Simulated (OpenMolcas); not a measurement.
# [AlH4]− (SMILES [AlH4-]): a chain of runs

Aim: the energy (UHF/STO-3G), then the energy (CASSCF(2,2)/STO-3G), then the energy (CASPT2(2,2)/STO-3G), then the energy (SC-NEVPT2(2,2)/STO-3G), then the energy (MRCI(2,2)/STO-3G) of [AlH4]−. 

The calculation is run with OpenMolcas 26.06.

## (1) Starting point

[AlH4]− has 5 atoms, charge -1, and is taken as a singlet. SMILES: `[AlH4-]`. The Al1–H4 distance was set to 2.441 Å, away from the relaxed value. At this shape a bond of the SMILES string is far longer than usual.

Bond lengths: Al1–H2 1.628 Å, Al1–H3 1.628 Å, Al1–H5 1.627 Å. Angles: H2–Al1–H3 109.4°, H2–Al1–H5 109.4°, H3–Al1–H5 109.4°.

## (2) The energy at UHF/STO-3G (run 1)

File geom.xyz:

```xyz
5

Al     0.101894     0.258665     0.763765
H      1.545424    -0.245665     1.321255
H     -1.081056    -0.345895     1.703975
H     -0.203840    -0.517130    -1.530710
H      0.045244     1.884455     0.801095
```

File step1.inp:

```
&GATEWAY
 BasLib
 $CurrDir
 Coord
 geom.xyz
 Basis
 STO-3G
 Group
 NoSym

&SEWARD

&SCF
 UHF
 Charge
 -1
 Scramble
 0.25
 PrOrbitals
 1 1
```

The basis set STO-3G is read from a file made from the Basis Set Exchange's data (not shown).

Started as:

```console
$ export MOLCAS_MEM=1860
$ pymolcas step1.inp > step1.log
```

Standard output, cut to the lines that bear on the results:

```text
--- Start Module: gateway ---
[...]
--- Stop Module: gateway /rc=_RC_ALL_IS_WELL_ ---
--- Start Module: seward ---
[...]
      Basis functions           13
--- Stop Module: seward /rc=_RC_ALL_IS_WELL_ ---
--- Start Module: scf ---
[...]
       Convergence after  18 Iterations
[...]
::    Total SCF energy                               -241.0107896674
[...]
      Total spin, S                                     0.1114055786
[...]
      Total electronic charge=   18.000000
      Total            charge=   -1.000000
[...]
      Dipole Moment (debye):
      Origin of the operator (angstrom)=    0.0986    0.2503    0.7391
                   X=  3.4471E-01               Y=  8.7638E-01               Z=  2.5777E+00           Total=  2.7443E+00
      Center of Charge (angstrom)
[...]
--- Stop Module: scf /rc=_RC_ALL_IS_WELL_ ---
[...]
```

It took 1.9 s on 1 thread of Arm Neoverse V1, shared host; peak memory 0.37 GiB.

## (3) A single-point energy at CASSCF(2,2)/STO-3G (run 2)

geom.xyz is that of step 2.

File step2.inp:

```
&gateway
  baslib=$CurrDir
  coord=geom.xyz
  basis=STO-3G
  group=NoSym

&seward

&rasscf
  fileorb=$CurrDir/step1.UnaOrb
  spin=1
  nactel=2 0 0
  inactive=8
  ras2=2
  orblisting=Nothing
```

The basis set STO-3G is read from a file made from the Basis Set Exchange's data (not shown).

Started as:

```console
$ export MOLCAS_MEM=1860
$ pymolcas step2.inp > step2.log
```

Standard output, cut to the lines that bear on the results:

```text
--- Start Module: gateway ---
[...]
--- Stop Module: gateway /rc=_RC_ALL_IS_WELL_ ---
--- Start Module: seward ---
[...]
      Basis functions           13
--- Stop Module: seward /rc=_RC_ALL_IS_WELL_ ---
--- Start Module: rasscf ---
[...]
      Number of active orbitals                  2
[...]
      Spin quantum number                      0.0
[...]
      Active orbitals                            2
[...]
      Number of CSFs                             3
[...]
      Number of root(s) required                 1
[...]
      Convergence after  7 iterations
[...]
      printout of CI-coefficients larger than  0.05 for root  1
      energy=    -241.039127
      conf/sym  11     Coeff  Weight
             1  20   0.97555 0.95170
             3  02  -0.21977 0.04830
      Natural orbitals and occupation numbers for root  1
      sym 1:   1.903405   0.096595
      ************************************************************************************************************************
      *                                                    Final results                                                     *
[...]
::    RASSCF root number  1 Total energy:   -241.03912672
[...]
      Total electronic charge=   18.000000
      Total            charge=   -1.000000
[...]
      Dipole Moment (debye):
      Origin of the operator (angstrom)=    0.0986    0.2503    0.7391
                   X=  1.8753E-01               Y=  4.7767E-01               Z=  1.3984E+00           Total=  1.4896E+00
      Center of Charge (angstrom)
[...]
--- Stop Module: rasscf /rc=_RC_ALL_IS_WELL_ ---
[...]
```

It took 1.6 s on 1 thread of Arm Neoverse V1, shared host; peak memory 0.37 GiB.

## (4) A single-point energy at CASPT2(2,2)/STO-3G (run 3)

geom.xyz is that of step 3.

File step3.input:

```
* AlH4 CASPT2
>>> EXPORT MOLCAS_PRINT=2

&gateway
 baslib=$CurrDir
 coord=geom.xyz
 basis=STO-3G
 group=NoSym

&seward

&rasscf
 fileorb=$CurrDir/step2.RasOrb
 spin=1
 nactel=2 0 0
 inactive=8
 ras2=2
 orblisting=Nothing

&caspt2
 imaginary=0.1
 frozen=5
```

The basis set STO-3G is read from a file made from the Basis Set Exchange's data (not shown).

Started as:

```console
$ export MOLCAS_MEM=1860
$ pymolcas step3.input > step3.log
```

Standard output, cut to the lines that bear on the results:

```text
--- Start Module: gateway ---
[...]
--- Stop Module: gateway /rc=_RC_ALL_IS_WELL_ ---
[...]
      Basis functions           13
[...]
--- Start Module: rasscf ---
[...]
      Number of active orbitals                  2
[...]
      Spin quantum number                      0.0
[...]
      Active orbitals                            2
[...]
      Number of CSFs                             3
[...]
      Number of root(s) required                 1
[...]
      Convergence after  4 iterations
[...]
      printout of CI-coefficients larger than  0.05 for root  1
      energy=    -241.039127
      conf/sym  11     Coeff  Weight
             1  20   0.97555 0.95170
             3  02  -0.21977 0.04830
      Natural orbitals and occupation numbers for root  1
      sym 1:   1.903405   0.096595
      ************************************************************************************************************************
      *                                                    Final results                                                     *
[...]
::    RASSCF root number  1 Total energy:   -241.03912672
[...]
      Total electronic charge=   18.000000
      Total            charge=   -1.000000
[...]
      Dipole Moment (debye):
      Origin of the operator (angstrom)=    0.0986    0.2503    0.7391
                   X=  1.8753E-01               Y=  4.7767E-01               Z=  1.3984E+00           Total=  1.4896E+00
      Center of Charge (angstrom)
[...]
--- Stop Module: rasscf /rc=_RC_ALL_IS_WELL_ ---
--- Start Module: caspt2 ---
[...]
 ###    WARNING: User changed nr of frozen orbitals.                         ###
 ###############################################################################
[...]
      E2 (Variational):          -0.0333368599
      Total energy:            -241.0724635847
[...]
      Reference weight:           0.98235
[...]
::    CASPT2 Root  1     Total energy:   -241.07246358
[...]
--- Stop Module: caspt2 /rc=_RC_ALL_IS_WELL_ ---
[...]
```

It took 1.7 s on 1 thread of Arm Neoverse V1, shared host; peak memory 0.37 GiB.

## (5) The energy at SC-NEVPT2(2,2)/STO-3G (run 4)

geom.xyz is that of step 4.

File step4.input:

```
>>> EXPORT MOLCAS_PRINT=2

&GATEWAY
  BasLib=$CurrDir
  Coord=geom.xyz
  Basis=STO-3G
  Group=NoSym

&SEWARD

&RASSCF
  FileOrb=$CurrDir/step2.RasOrb
  Spin=1
  Nactel=2 0 0
  Inactive=8
  Ras2=2
  OrbListing=Nothing

&CASPT2
  SC-NEVPT2
  Frozen=5
```

The basis set STO-3G is read from a file made from the Basis Set Exchange's data (not shown).

Started as:

```console
$ export MOLCAS_MEM=1860
$ pymolcas step4.input > step4.log
```

Standard output, cut to the lines that bear on the results:

```text
--- Start Module: gateway ---
[...]
--- Stop Module: gateway /rc=_RC_ALL_IS_WELL_ ---
[...]
      Basis functions           13
[...]
--- Start Module: rasscf ---
[...]
      Number of active orbitals                  2
[...]
      Spin quantum number                      0.0
[...]
      Active orbitals                            2
[...]
      Number of CSFs                             3
[...]
      Number of root(s) required                 1
[...]
      Convergence after  4 iterations
[...]
      printout of CI-coefficients larger than  0.05 for root  1
      energy=    -241.039127
      conf/sym  11     Coeff  Weight
             1  20   0.97555 0.95170
             3  02  -0.21977 0.04830
      Natural orbitals and occupation numbers for root  1
      sym 1:   1.903405   0.096595
      ************************************************************************************************************************
      *                                                    Final results                                                     *
[...]
::    RASSCF root number  1 Total energy:   -241.03912672
[...]
      Total electronic charge=   18.000000
      Total            charge=   -1.000000
[...]
      Dipole Moment (debye):
      Origin of the operator (angstrom)=    0.0986    0.2503    0.7391
                   X=  1.8753E-01               Y=  4.7767E-01               Z=  1.3984E+00           Total=  1.4896E+00
      Center of Charge (angstrom)
[...]
--- Stop Module: rasscf /rc=_RC_ALL_IS_WELL_ ---
--- Start Module: caspt2 ---
[...]
 ###    WARNING: User changed nr of frozen orbitals.                         ###
 ###############################################################################
[...]
      E2 (Variational):          -0.0329580172
[...]
      E2 (Variational):          -0.0329434118
      Total energy:            -241.0720701365
[...]
      Reference weight:           0.98266
[...]
::    SC-NEVPT2 Root  1     Total energy:   -241.07207014
[...]
--- Stop Module: caspt2 /rc=_RC_ALL_IS_WELL_ ---
[...]
```

Run time: 1.6 s. Hardware: 1 thread of Arm Neoverse V1, shared host; peak memory 0.37 GiB.

## (6) A single-point energy at MRCI(2,2)/STO-3G (run 5)

geom.xyz is that of step 5.

File step5.inp:

```
* AlH4 MRCI
>>> EXPORT MOLCAS_PRINT=2

&GATEWAY
  BASLIB=$CurrDir
  COORD=geom.xyz
  BASIS=STO-3G
  GROUP=NoSym

&SEWARD

&RASSCF
  FILEORB=$CurrDir/step2.RasOrb
  SPIN=1
  NACTEL=2 0 0
  INACTIVE=8
  RAS2=2
  ORBLISTING=Nothing

&MOTRA
  LUMORB
  FROZEN=5

&GUGA
  ELECTRONS=8
  SPIN=1
  INACTIVE=3
  ACTIVE=2
  CIALL=1

&MRCI
  SDCI
```

The basis set STO-3G is read from a file made from the Basis Set Exchange's data (not shown).

Started as:

```console
$ export MOLCAS_MEM=1860
$ pymolcas step5.inp > step5.log
```

Standard output, cut to the lines that bear on the results:

```text
--- Start Module: gateway ---
[...]
--- Stop Module: gateway /rc=_RC_ALL_IS_WELL_ ---
[...]
      Basis functions           13
[...]
      Number of active orbitals                  2
[...]
      Spin quantum number                      0.0
[...]
      Active orbitals                            2
[...]
      Number of CSFs                             3
[...]
      Number of root(s) required                 1
[...]
      Convergence after  4 iterations
[...]
      printout of CI-coefficients larger than  0.05 for root  1
      energy=    -241.039127
      conf/sym  11     Coeff  Weight
             1  20   0.97555 0.95170
             3  02  -0.21977 0.04830
      Natural orbitals and occupation numbers for root  1
      sym 1:   1.903405   0.096595
      ************************************************************************************************************************
      *                                                    Final results                                                     *
[...]
::    RASSCF root number  1 Total energy:   -241.03912672
[...]
      Dipole Moment (debye):
      Origin of the operator (angstrom)=    0.0986    0.2503    0.7391
                   X=  1.8753E-01               Y=  4.7767E-01               Z=  1.3984E+00           Total=  1.4896E+00
      Center of Charge (angstrom)
[...]
      *** WARNING: Default frozen orbitals is overwritten by user input.
      *** Default values:   2
[...]
--- Start Module: guga ---
[...]
--- Stop Module: guga /rc=_RC_ALL_IS_WELL_ ---
--- Start Module: mrci ---
[...]
       (But an ACPF correction will be computed)
       USE THE DEFAULT ACPF G-VALUE GFAC=  0.25000000000000000
[...]
                      CI ENERGY:  -241.08702684
[...]
                ACPF CORRECTION:    -0.00138241
[...]
      Total electronic charge=   18.000000
      Total            charge=   -1.000000
[...]
     ACPF CORRECTION:     -0.00138241
[...]
  CI State   1     Total energy:   -241.08702684     QDav:     -0.00186112     QACPF:     -0.00138241
[...]
--- Stop Module: mrci /rc=_RC_ALL_IS_WELL_ ---
[...]
```

It took 1.7 s on 1 thread of Arm Neoverse V1, shared host; peak memory 0.37 GiB.

## (7) Outcome

| quantity | value |
| --- | --- |
| run 1, UHF/STO-3G: total energy | -241.01079 Eh |
| run 1, UHF/STO-3G: HOMO energy | 2.73 eV |
| run 1, UHF/STO-3G: LUMO energy | 15.29 eV |
| run 1, UHF/STO-3G: HOMO–LUMO gap (to an unbound level, set by the basis) | 12.56 eV |
| run 1, UHF/STO-3G: ⟨S²⟩ | 0.124 |
| run 2, CASSCF(2,2)/STO-3G: total energy | -241.03913 Eh |
| run 3, CASPT2(2,2)/STO-3G: total energy | -241.07246 Eh |
| run 4, SC-NEVPT2(2,2)/STO-3G: total energy | -241.07207 Eh |
| run 5, MRCI(2,2)/STO-3G: total energy | -241.08703 Eh |

In words: ⟨S²⟩ (run 1, UHF/STO-3G) is 0.12 where a pure singlet has 0.00: the reference is spin-contaminated. The HOMO (run 1, UHF/STO-3G) lies at positive energy, 2.73 eV: the electron is unbound at this level or held by a compact basis; values depend on the basis. Mulliken charges (run 2, CASSCF(2,2)/STO-3G) run from -0.40 on H2 to +0.61 on Al1; they depend strongly on the basis. Mulliken charges (run 3, CASPT2(2,2)/STO-3G) of the CASSCF density run from -0.40 on H2 to +0.61 on Al1. Mulliken charges (run 5, MRCI(2,2)/STO-3G) of the CASSCF density run from -0.40 on H2 to +0.61 on Al1; they depend strongly on the basis.
